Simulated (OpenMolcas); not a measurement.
# A workflow on AlClF (SMILES [F][Al][Cl])

We compute a single-point energy (ROHF/STO-3G), then the energy (CASSCF(3,3)/STO-3G), then the energy (CASPT2(3,3)/STO-3G), then the energy (SC-NEVPT2(3,3)/STO-3G), then a single-point energy (MRCI(3,3)/STO-3G) of AlClF. 

Program for the calculation: OpenMolcas 26.06.

## 1. The system as given

AlClF: 3 atoms, total charge 0, spin state doublet. As SMILES, `[F][Al][Cl]`. The Al2–Cl3 distance was set to 3.077 Å, away from the relaxed value.

Bond lengths: F1–Al2 1.664 Å.

## 2. A single-point energy at ROHF/STO-3G (run 1)

File step1.input:

```
&gateway
  baslib
  $CurrDir
  coord
  3
  angstrom
  F       -1.988202       1.355233      -0.950646
  Al      -1.221042      -0.095837      -0.678156
  Cl       1.437120      -0.793970       0.706020
  basis
  STO-3G
  group
  NoSym

&seward

&scf
  uhf
  spin
  2
  scramble
  0.25
  prorbitals
  1 1

&rasscf
  fileorb
  $Project.UnaOrb
  spin
  2
  nactel
  1 0 0
  inactive
  19
  ras2
  1
  outorbitals
  Canonical
  orblisting
  Nothing
```

The basis set STO-3G is read from a file made from the Basis Set Exchange's data (not shown).

Command:

```console
export MOLCAS_MEM=1860
pymolcas step1.input > step1.log
```

The log of the run:

```text
--- Start Module: gateway ---
[...]
--- Stop Module: gateway /rc=_RC_ALL_IS_WELL_ ---
[...]
      Basis functions           23
[...]
--- Start Module: scf ---
[...]
       Convergence after  18 Iterations
[...]
::    Total SCF energy                               -791.6083671294
[...]
      Total spin, S                                     0.5202769936
[...]
--- Stop Module: scf /rc=_RC_ALL_IS_WELL_ ---
--- Start Module: rasscf ---
[...]
      Number of active orbitals                  1
[...]
      Spin quantum number                      0.5
[...]
      Active orbitals                            1
[...]
      Number of CSFs                             1
[...]
      Number of root(s) required                 1
[...]
      Convergence after 19 iterations
[...]
      printout of CI-coefficients larger than  0.05 for root  1
      energy=    -791.604257
      conf/sym  1     Coeff  Weight
             1  u   1.00000 1.00000
      Natural orbitals and occupation numbers for root  1
      sym 1:   1.000000
      ************************************************************************************************************************
      *                                                    Final results                                                     *
[...]
::    RASSCF root number  1 Total energy:   -791.60425715
[...]
      Total electronic charge=   39.000000
      Total            charge=   -0.000000
[...]
      Dipole Moment (debye):
      Origin of the operator (angstrom)=   -0.2528   -0.0569   -0.1442
                   X= -3.6439E+00               Y= -2.3043E-01               Z= -2.0182E+00           Total=  4.1718E+00
      Quadrupole Moment (debye*angstrom):
[...]
--- Stop Module: rasscf /rc=_RC_ALL_IS_WELL_ ---
[...]
```

Wall time 3.6 s (1 thread of Intel Xeon Platinum 8259CL at 2.50GHz (Skylake/Cascade Lake), shared host); peak memory 0.37 GiB.

## 3. The energy at CASSCF(3,3)/STO-3G (run 2)

File step2.input:

```
* AlClF CASSCF

&GATEWAY
 BASLIB=$CurrDir
 COORD
 3
 angstrom
 F       -1.988202       1.355233      -0.950646
 Al      -1.221042      -0.095837      -0.678156
 Cl       1.437120      -0.793970       0.706020
 BASIS=STO-3G
 GROUP=NoSym

&SEWARD

&RASSCF
 FILEORB=$CurrDir/step1.RasOrb
 SPIN=2
 NACTEL=3 0 0
 INACTIVE=18
 RAS2=3
 ORBLISTING=Nothing
 ORBAPPEAR=Compact
```

The basis set STO-3G is read from a file made from the Basis Set Exchange's data (not shown).

Command:

```console
export MOLCAS_MEM=1860
pymolcas step2.input > step2.log
```

The log of the run:

```text
--- Start Module: gateway ---
[...]
--- Stop Module: gateway /rc=_RC_ALL_IS_WELL_ ---
--- Start Module: seward ---
[...]
      Basis functions           23
--- Stop Module: seward /rc=_RC_ALL_IS_WELL_ ---
--- Start Module: rasscf ---
[...]
      Number of active orbitals                  3
[...]
      Spin quantum number                      0.5
[...]
      Active orbitals                            3
[...]
      Number of CSFs                             8
[...]
      Number of root(s) required                 1
[...]
      Convergence after 14 iterations
[...]
      printout of CI-coefficients larger than  0.05 for root  1
      energy=    -791.612665
      conf/sym  111     Coeff  Weight
             1  2u0  -0.99333 0.98671
             7  u02  -0.06506 0.00423
             8  0u2  -0.09497 0.00902
      Natural orbitals and occupation numbers for root  1
      sym 1:   1.977689   0.995806   0.026505
      ************************************************************************************************************************
      *                                                    Final results                                                     *
[...]
::    RASSCF root number  1 Total energy:   -791.61266509
[...]
      Total electronic charge=   39.000000
      Total            charge=   -0.000000
[...]
      Dipole Moment (debye):
      Origin of the operator (angstrom)=   -0.2528   -0.0569   -0.1442
                   X= -2.8645E+00               Y= -4.6897E-01               Z= -1.6157E+00           Total=  3.3220E+00
      Quadrupole Moment (debye*angstrom):
[...]
--- Stop Module: rasscf /rc=_RC_ALL_IS_WELL_ ---
[...]
```

Wall time 2.3 s (1 thread of Intel Xeon Platinum 8259CL at 2.50GHz (Skylake/Cascade Lake), shared host); peak memory 0.37 GiB.

## 4. The energy at CASPT2(3,3)/STO-3G (run 3)

File step3.input:

```
* AlClF CASPT2

&gateway
  baslib = $CurrDir
  coord
  3
  angstrom
  F       -1.988202       1.355233      -0.950646
  Al      -1.221042      -0.095837      -0.678156
  Cl       1.437120      -0.793970       0.706020
  basis = STO-3G
  group = NoSym

&seward

&rasscf
  fileorb = $CurrDir/step2.RasOrb
  spin = 2
  nactel = 3 0 0
  inactive = 18
  ras2 = 3
  orblisting = Nothing
  orbappear = Compact

&caspt2
  imaginary = 0.1
  frozen = 11
```

The basis set STO-3G is read from a file made from the Basis Set Exchange's data (not shown).

Command:

```console
export MOLCAS_MEM=1860
pymolcas step3.input > step3.log
```

The log of the run:

```text
--- Start Module: gateway ---
[...]
--- Stop Module: gateway /rc=_RC_ALL_IS_WELL_ ---
[...]
      Basis functions           23
[...]
--- Start Module: rasscf ---
[...]
      Number of active orbitals                  3
[...]
      Spin quantum number                      0.5
[...]
      Active orbitals                            3
[...]
      Number of CSFs                             8
[...]
      Number of root(s) required                 1
[...]
      Convergence after  4 iterations
[...]
      printout of CI-coefficients larger than  0.05 for root  1
      energy=    -791.612665
      conf/sym  111     Coeff  Weight
             1  2u0  -0.99333 0.98671
             7  u02  -0.06506 0.00423
             8  0u2  -0.09497 0.00902
      Natural orbitals and occupation numbers for root  1
      sym 1:   1.977689   0.995806   0.026505
      ************************************************************************************************************************
      *                                                    Final results                                                     *
[...]
::    RASSCF root number  1 Total energy:   -791.61266509
[...]
      Total electronic charge=   39.000000
      Total            charge=   -0.000000
[...]
      Dipole Moment (debye):
      Origin of the operator (angstrom)=   -0.2528   -0.0569   -0.1442
                   X= -2.8646E+00               Y= -4.6891E-01               Z= -1.6158E+00           Total=  3.3222E+00
      Quadrupole Moment (debye*angstrom):
[...]
--- Stop Module: rasscf /rc=_RC_ALL_IS_WELL_ ---
--- Start Module: caspt2 ---
[...]
 ###    WARNING: User changed nr of frozen orbitals.                         ###
 ###############################################################################
[...]
      E2 (Variational):          -0.0389013618
      Total energy:            -791.6515664474
[...]
      Reference weight:           0.97610
[...]
::    CASPT2 Root  1     Total energy:   -791.65156645
[...]
--- Stop Module: caspt2 /rc=_RC_ALL_IS_WELL_ ---
[...]
```

Wall time 2.3 s (1 thread of Intel Xeon Platinum 8259CL at 2.50GHz (Skylake/Cascade Lake), shared host); peak memory 0.37 GiB.

## 5. The energy at SC-NEVPT2(3,3)/STO-3G (run 4)

File step4.inp:

```
&GATEWAY
BasLib=$CurrDir
Coord
3
angstrom
F       -1.988202       1.355233      -0.950646
Al      -1.221042      -0.095837      -0.678156
Cl       1.437120      -0.793970       0.706020
Basis=STO-3G
Group=NoSym
&SEWARD
&RASSCF
FileOrb=$CurrDir/step2.RasOrb
Spin=2
Nactel=3 0 0
Inactive=18
Ras2=3
OrbListing=Nothing
OrbAppear=Compact
&CASPT2
SC-NEVPT2
Frozen=11
```

The basis set STO-3G is read from a file made from the Basis Set Exchange's data (not shown).

Command:

```console
export MOLCAS_MEM=1860
pymolcas step4.inp > step4.log
```

The log of the run:

```text
--- Start Module: gateway ---
[...]
--- Stop Module: gateway /rc=_RC_ALL_IS_WELL_ ---
[...]
      Basis functions           23
[...]
--- Start Module: rasscf ---
[...]
      Number of active orbitals                  3
[...]
      Spin quantum number                      0.5
[...]
      Active orbitals                            3
[...]
      Number of CSFs                             8
[...]
      Number of root(s) required                 1
[...]
      Convergence after  4 iterations
[...]
      printout of CI-coefficients larger than  0.05 for root  1
      energy=    -791.612665
      conf/sym  111     Coeff  Weight
             1  2u0  -0.99333 0.98671
             7  u02  -0.06506 0.00423
             8  0u2  -0.09497 0.00902
      Natural orbitals and occupation numbers for root  1
      sym 1:   1.977689   0.995806   0.026505
      ************************************************************************************************************************
      *                                                    Final results                                                     *
[...]
::    RASSCF root number  1 Total energy:   -791.61266509
[...]
      Total electronic charge=   39.000000
      Total            charge=   -0.000000
[...]
      Dipole Moment (debye):
      Origin of the operator (angstrom)=   -0.2528   -0.0569   -0.1442
                   X= -2.8646E+00               Y= -4.6891E-01               Z= -1.6158E+00           Total=  3.3222E+00
      Quadrupole Moment (debye*angstrom):
[...]
--- Stop Module: rasscf /rc=_RC_ALL_IS_WELL_ ---
--- Start Module: caspt2 ---
[...]
 ###    WARNING: User changed nr of frozen orbitals.                         ###
 ###############################################################################
[...]
      E2 (Variational):          -0.0376679107
[...]
      E2 (Variational):          -0.0375628872
      Total energy:            -791.6502279728
[...]
      Reference weight:           0.97716
[...]
::    SC-NEVPT2 Root  1     Total energy:   -791.65022797
[...]
--- Stop Module: caspt2 /rc=_RC_ALL_IS_WELL_ ---
[...]
```

It took 2.2 s on 1 thread of Intel Xeon Platinum 8259CL at 2.50GHz (Skylake/Cascade Lake), shared host; peak memory 0.37 GiB.

## 6. A single-point energy at MRCI(3,3)/STO-3G (run 5)

File step5.input:

```
&GATEWAY
 BasLib=$CurrDir
 Coord
 3
 angstrom
 F       -1.988202       1.355233      -0.950646
 Al      -1.221042      -0.095837      -0.678156
 Cl       1.437120      -0.793970       0.706020
 Basis=STO-3G
 Group=NoSym

&SEWARD

&RASSCF
 FileOrb=$CurrDir/step2.RasOrb
 Spin=2
 Nactel=3 0 0
 Inactive=18
 Ras2=3
 OrbListing=Nothing
 OrbAppear=Compact

&MOTRA
 LumOrb
 Frozen=11

&GUGA
 Electrons=17
 Spin=2
 Inactive=7
 Active=3
 CIAll=1

&MRCI
 SDCI
```

The basis set STO-3G is read from a file made from the Basis Set Exchange's data (not shown).

Command:

```console
export MOLCAS_MEM=1860
pymolcas step5.input > step5.log
```

The log of the run:

```text
--- Start Module: gateway ---
[...]
--- Stop Module: gateway /rc=_RC_ALL_IS_WELL_ ---
[...]
      Basis functions           23
[...]
      Number of active orbitals                  3
[...]
      Spin quantum number                      0.5
[...]
      Active orbitals                            3
[...]
      Number of CSFs                             8
[...]
      Number of root(s) required                 1
[...]
      Convergence after  4 iterations
[...]
      printout of CI-coefficients larger than  0.05 for root  1
      energy=    -791.612665
      conf/sym  111     Coeff  Weight
             1  2u0  -0.99333 0.98671
             7  u02  -0.06506 0.00423
             8  0u2  -0.09497 0.00902
      Natural orbitals and occupation numbers for root  1
      sym 1:   1.977689   0.995806   0.026505
      ************************************************************************************************************************
      *                                                    Final results                                                     *
[...]
::    RASSCF root number  1 Total energy:   -791.61266509
[...]
      Dipole Moment (debye):
      Origin of the operator (angstrom)=   -0.2528   -0.0569   -0.1442
                   X= -2.8646E+00               Y= -4.6891E-01               Z= -1.6158E+00           Total=  3.3222E+00
      Quadrupole Moment (debye*angstrom):
[...]
      *** WARNING: Default frozen orbitals is overwritten by user input.
      *** Default values:   8
[...]
--- Start Module: guga ---
[...]
--- Stop Module: guga /rc=_RC_ALL_IS_WELL_ ---
--- Start Module: mrci ---
[...]
       (But an ACPF correction will be computed)
       USE THE DEFAULT ACPF G-VALUE GFAC=  0.11764705882352941
[...]
                      CI ENERGY:  -791.66325083
[...]
                ACPF CORRECTION:    -0.00328577
[...]
      Total electronic charge=   39.000000
      Total            charge=   -0.000000
[...]
     ACPF CORRECTION:     -0.00328577
[...]
  CI State   1     Total energy:   -791.66325083     QDav:     -0.00375641     QACPF:     -0.00328577
[...]
--- Stop Module: mrci /rc=_RC_ALL_IS_WELL_ ---
[...]
```

Wall time 3.3 s (1 thread of Intel Xeon Platinum 8259CL at 2.50GHz (Skylake/Cascade Lake), shared host); peak memory 0.37 GiB.

## 7. Results

| quantity | value |
| --- | --- |
| run 1, ROHF/STO-3G: total energy | -791.60426 Eh |
| run 1, ROHF/STO-3G: dipole moment | 4.17 D |
| run 2, CASSCF(3,3)/STO-3G: total energy | -791.61267 Eh |
| run 2, CASSCF(3,3)/STO-3G: dipole moment (CASSCF density) | 3.32 D |
| run 3, CASPT2(3,3)/STO-3G: total energy | -791.65157 Eh |
| run 3, CASPT2(3,3)/STO-3G: dipole moment (CASSCF density) | 3.32 D |
| run 4, SC-NEVPT2(3,3)/STO-3G: total energy | -791.65023 Eh |
| run 4, SC-NEVPT2(3,3)/STO-3G: dipole moment (CASSCF density) | 3.32 D |
| run 5, MRCI(3,3)/STO-3G: total energy | -791.66325 Eh |
| run 5, MRCI(3,3)/STO-3G: dipole moment (CASSCF density) | 3.32 D |

Mulliken charges (run 1, ROHF/STO-3G) run from -0.38 on F1 to +0.71 on Al2; they depend strongly on the basis. Mulliken charges (run 2, CASSCF(3,3)/STO-3G) run from -0.39 on F1 to +0.66 on Al2; they depend strongly on the basis.
